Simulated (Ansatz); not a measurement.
Cost and result for the atomization energy of `C=C(F)C=N` (9 atoms, 8 bonds).

Z-matrix (Å, degrees):
```
C
C 1 1.323
H 1 1.081 2 120.4
H 1 1.081 2 121.0 3 180.0
F 2 1.342 1 120.0 3 -179.9
C 2 1.474 1 128.4 3 0.0
N 6 1.264 2 128.1 1 0.5
H 6 1.093 2 113.6 1 -179.5
H 7 1.022 6 111.6 2 0.0
```

The species carries charge 0 and has multiplicity 1. Geometry: relaxed with PBE0-D4/def2-TZVP. It is one conformer, not always the lowest. Program: Ansatz. All runs use 2 threads of an Arm Neoverse V1 on a shared host. Times are those of one run each, without the atoms' runs, and a repeat can differ threefold. Electronic energies, without spin–orbit coupling; frozen cores. CCSD(T)/CBS adds CCSD(T) − MP2 in def2-TZVPP to the MP2 limit, and its time is that of the two runs behind it. T1 = 0.013; the RHF reference is unstable towards UHF. B3LYP takes the VWN-RPA correlation (the form of Gaussian; ORCA's B3LYP/G).

CCSD(T)/CBS is a level of theory with its own doubt, some kJ/mol a heavy atom from the limit and from the frozen cores, so smaller differences don't rank the functionals.

| level | functions | atomization (kJ/mol) | difference from CCSD(T)/CBS | per bond |
| --- | --- | --- | --- | --- |
| B3LYP-D4/def2-TZVPP (with forces) | 211 | 3767.0 | 26.2 | 3.3 |
| CCSD(T)/def2-TZVPP | 211 | 3637.1 | -103.7 | -13.0 |
| PBE-QIDH/def2-TZVPP | 211 | 3724.9 | -15.9 | -2.0 |
| BHLYP-D4/def2-TZVPP | 211 | 3598.1 | -142.7 | -17.8 |
| CCSD(T)/CBS(def2) | – | 3740.8 | 0.0 | 0.0 |
| BLYP-D4/def2-TZVPP | 211 | 3801.4 | 60.6 | 7.6 |
| CAM-B3LYP-D4/def2-TZVPP | 211 | 3776.8 | 36.0 | 4.5 |
| B2PLYP/def2-TZVPP | 211 | 3724.4 | -16.4 | -2.1 |
| ωB97M-V/def2-TZVPP (with forces) | 211 | 3765.8 | 25.0 | 3.1 |
| B97M-V/def2-TZVPP | 211 | 3760.8 | 20.0 | 2.5 |
| CCSD(T)/def2-SVP | 90 | 3561.2 | -179.6 | -22.5 |
| ωB97X-V/def2-TZVPP | 211 | 3755.0 | 14.2 | 1.8 |
| MP2/def2-QZVPP | 405 | 3790.7 | 49.9 | 6.2 |

Order the runs by time, with rough figures. (An estimate is asked.)

Computed: BLYP-D4/def2-TZVPP 2.7 s; BHLYP-D4/def2-TZVPP 3.7 s; CAM-B3LYP-D4/def2-TZVPP 4.4 s; B3LYP-D4/def2-TZVPP (with forces) 6 s; CCSD(T)/def2-SVP 6 s; B2PLYP/def2-TZVPP 6.5 s; PBE-QIDH/def2-TZVPP 7.5 s; ωB97X-V/def2-TZVPP 9.5 s; B97M-V/def2-TZVPP 10 s; ωB97M-V/def2-TZVPP (with forces) 14 s; MP2/def2-QZVPP 36 s; CCSD(T)/def2-TZVPP 2.3 min; CCSD(T)/CBS(def2) 2.9 min.

From BLYP to BHLYP (50 % exact exchange), in def2-TZVPP and without D4, the atomization energy moves by −185.9 kJ/mol: exact exchange takes away binding that semilocal exchange gives to molecules. In def2-TZVPP, CCSD(T) changes the Hartree–Fock value by +1039.8 kJ/mol (the triples alone add +77.2 kJ/mol) and MP2 by +1132.1 kJ/mol; breaking electron pairs costs correlation energy, which Hartree–Fock lacks. The D4 term adds +23.5 kJ/mol with B3LYP and +12.2 kJ/mol with PBE0; it sums over pairs of atoms, weighted by their polarisabilities, and B3LYP, whose exchange is more repulsive, gets the larger term.
